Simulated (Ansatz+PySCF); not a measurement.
**singlet NaCl: levels of theory in one basis**

```xyz
2

Na    0.0000    0.0000   -1.4197
Cl    0.0000    0.0000    0.9186
```

Basis set: def2-SVP (spherical functions). Correlated methods keep 6 orbitals frozen. Charge 0, multiplicity 1.

Computed with Ansatz (development build ahead of 0.2.0); each method stands on the lowest determinant of its kind that the runs found. NEVPT2 correlates all electrons. Active spaces start from the frontier orbitals, and the lowest solution found is given.

```tsv
method	E − E(RHF) (eV)	<S²> of the determinant
RHF	0.00	0.00
RHF-MP2	-3.77	–
RHF-CCSD	-4.10	–
RHF-CCSD(T)	-4.16	–
CASSCF(6,6)	-1.16	–
CASSCF(2,2)	-0.20	–
SC-NEVPT2(6,6)	-3.92	–
```

(1) What does SC-NEVPT2(2,2) give on the same scale?

(2) Is a single determinant a sound starting point here?

Results:

(1) -3.98 eV. NEVPT2 here correlates all electrons, so it doesn't share the others' frozen core.

(2) By this sign, yes. Unrestricted orbitals gain 0.00 eV and <S²> is 0.00 against 0.00 for a pure state. The CASSCF(6,6) natural occupations are 1.99, 1.99, 1.98, 0.01, 0.01, 0.01. The CASSCF(2,2) natural occupations are 1.99, 0.01.

Caution for CASSCF(2,2): other starts end on other solutions of this active space.
